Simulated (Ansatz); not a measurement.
BaAgSbS3 (C2/c, No. 15; cell taken from a computed entry)

The numbers are results of HSE06 in Ansatz (plane waves, PAW), not measurements.

Settings: plane-wave cutoff 460 eV, 4×4×2 k mesh (along the axes of the cell as run), Fermi–Dirac smearing 0.01 eV, no spin polarisation, scalar-relativistic PAW data made under PBE.

Cell: relaxed with PBEsol: a = 9.265 Å, b = 7.930 Å, c = 16.981 Å, α = γ = 90.00°, β = 102.04°.

* **band gap**: 1.90 eV (on the SCF k mesh)
* **smallest direct gap on the k points sampled**: 2.02 eV
* **direct gap at Γ**: 3.69 eV

Note: cell and atoms aren't relaxed at this level (largest force component 0.34 eV/Å, pressure 1.9 GPa).

Spin–orbit coupling is not included.

Computed values are for the static lattice.

It cost roughly 80 core-minutes of CPU time.

Ansatz is a program for electronic structure.
